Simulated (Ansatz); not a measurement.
# H2Te2 (Te₂H₂): structure and electronic state

Aim: characterise H2Te2 (Te₂H₂) as a singlet: its structure, frontier levels and distribution of charge.

Computed with Ansatz 0.2.0, Gaussian basis. Level: RKS PBE0-D4/def2-TZVP.

Levels to be run: relaxation at r2SCAN-D4/def2-TZVP; a single point at PBE0-D4/def2-TZVP; harmonic vibrations at r2SCAN-D4/def2-TZVP.

2 further runs of the same task are left out: 2 set aside as unsound or not needed.

### 1 The starting structure

4 atoms, charge 0, spin multiplicity 1.

Atoms are counted from 1 here; the program's logs count them from 0.

Bond lengths: Te1–Te2 2.688 Å, Te1–H3 1.648 Å, Te2–H4 1.650 Å. Angles: Te2–Te1–H3 94.1°, Te1–Te2–H4 94.5°.

Te takes a core potential in the def2 sets. No spin-orbit coupling is included.

The start is a GFN2-xTB geometry.

### 2 Optimising with r2SCAN-D4/def2-TZVP

in.yaml reads:

```yaml
crystal:
  periodic: [false, false, false]
  atoms:
    - {symbol: Te, position_ang: [0.003560, 1.086660, -0.971210]}
    - {symbol: Te, position_ang: [-0.209560, -1.434890, -0.064560]}
    - {symbol: H, position_ang: [-0.966790, 1.715950, 0.202850]}
    - {symbol: H, position_ang: [1.172790, -1.367720, 0.832920]}
basis:
  gaussian: {orbitals: def2-TZVP}
hamiltonian: {xc: r2scan, dispersion: d4}
scf: {lower_state_search: "off"}
output: {orbitals: {seedname: orbitals}}
relax: {f_tol: 0.02, max_steps: 100}
```

The run is started by

```
ansatz run in.yaml --threads 4 --pin off --events-out ev --progress --plain --max-ram 3916MiB
```

After this run come: Single point, PBE0-D4/def2-TZVP; Vibrations by finite differences.

**Question.** What will the summary of the whole plan be? Wanted: point group; commonest bond, hydrogen aside; HOMO, LUMO at PBE0-D4/def2-TZVP; dipole at r2SCAN-D4/def2-TZVP; lowest, highest wavenumber.

As calculated:

| quantity | value |
| --- | --- |
| point group | C2 |
| commonest bond, hydrogen aside | Te–Te, 1 of mean length 2.705 Å |
| HOMO, LUMO at PBE0-D4/def2-TZVP | -6.67, -2.13 eV |
| dipole at r2SCAN-D4/def2-TZVP | 0.32 D |
| lowest, highest wavenumber | 199, 2096 cm⁻¹ |

**Reading.** The molecule keeps its bonding pattern by the stored test; the atoms moved 0.04 Å (rms). All wavenumbers are real: a minimum at this level. The HOMO lies nearest to Te1, Te2 about 42 % each; H3, H4 about 8 % each and the LUMO to Te1, Te2 about 42 % each; H3, H4 about 8 % each.
